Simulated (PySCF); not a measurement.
Gas-phase reaction: 4 H2SiO ⇌ 2 SiO2 + Si2H6 + 2 H

Energies from PySCF, thermal terms from the rigid-rotor harmonic-oscillator model, ideal gas at 1 bar. † marks an energy on the PBE0/def2-TZVP geometry and frequencies; other levels use their own. MP2 freezes the core. Open shells (unrestricted): H (multiplicity 2); the rest are closed-shell singlets. H2SiO: computed as isolated molecules; such fragments, hydroxides, amides, oligomers or adducts are transient or little studied in the gas. MP2 isn't extrapolated to the basis-set limit; its ΔH°(298 K) is 293.8 kJ in def2-SVP and 319.1 kJ in def2-TZVPP. The harmonic model lacks anharmonicity and excited electronic states, which grow with temperature; levels with a mode under 35 cm⁻¹ are left out. Internal rotation in Si2H6 is treated as a harmonic vibration of one conformer, which makes the entropy rough.

| level | ΔE electronic, kJ | ΔH°(298 K), kJ | ΔS°(298 K), J/K | ΔG°(1400 K), kJ |
|---|---|---|---|---|
| M06-2X/def2-TZVP† | 371 | 350 | 26 | 275 |
| MP2/def2-TZVPP† | 340 | 319 | 26 | 245 |
| PBE/def2-SVP | 320 | 300 | 27 | 226 |
| PBE/def2-TZVP† | 333 | 311 | 26 | 237 |
| ωB97M-V/def2-TZVP† | 377 | 356 | 26 | 281 |
ΔH° is lowest at PBE/def2-SVP and highest at ωB97M-V/def2-TZVP†. No reference value is set beside these.
